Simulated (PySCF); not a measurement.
# Si2H6

The system: Si2H6, a small molecule; neutral, singlet. The structure, one conformer, was relaxed in the gas phase by PBE0-D3(BJ)/def2-SVP. No frequency run checks that it is a minimum.

SMILES: [SiH3][SiH3]

```xyz
8

Si   -0.828   -0.754   -0.268
Si    0.867    0.773    0.278
H    -2.111   -0.028   -0.520
H    -0.455   -1.515   -1.501
H    -1.033   -1.724    0.851
H     1.134    1.678   -0.882
H     0.456    1.604    1.451
H     2.128    0.046    0.621
```
(Å; atoms numbered from 1)

Shieldings: GIAO PBE0/pcSseg-2. Shifts are against computed references at the same level: H TMS (σ 31.24 ppm), Si TMS (σ 341.3 ppm). Core levels by delta-SCF with SCAN, pcX-2 on the ionised atom and pcseg-1 elsewhere, spin-free X2C (2p3/2 is the spin-free 2p value less a third of a first-order spin-orbit splitting); from the vacuum level, for chosen atoms.

Problem. Give the shieldings and core levels atom by atom.

Solution. 
```json
{"atoms": "Si1 Si2", "bonded to": "1 Si + 3 H", "σ (ppm)": "452.1", "δ (ppm)": "-110.8", "core level (eV)": "2p3/2 106.66"}
{"atoms": "H3 H4 H5", "bonded to": "1 Si", "σ (ppm)": "27.63", "δ (ppm)": "3.61", "core level (eV)": "-"}
{"atoms": "H6 H7 H8", "bonded to": "1 Si", "σ (ppm)": "27.64", "δ (ppm)": "3.61", "core level (eV)": "-"}
```

Values are those of this one static structure, with the three H of a rotating XH3 group averaged; atoms that internal rotation interchanges would show their mean in an NMR spectrum.

Problem. By CAM-B3LYP/def2-SVPD (TDDFT singlets, Tamm-Dancoff triplets, ionisation by delta-SCF), where does absorption start, and what does vertical ionisation take?

Solution. The lowest singlet lies at 7.57 eV (f 0.025), the strongest of the first 6 at 8.02 eV (f 0.581), the lowest triplet at 6.63 eV; vertical ionisation takes 10.60 eV.

The 3 runs behind this took 35 s in all, one thread each of Arm Neoverse N1 on a shared host, launched as `OMP_NUM_THREADS=1 python cluster_run.py task.json out`.
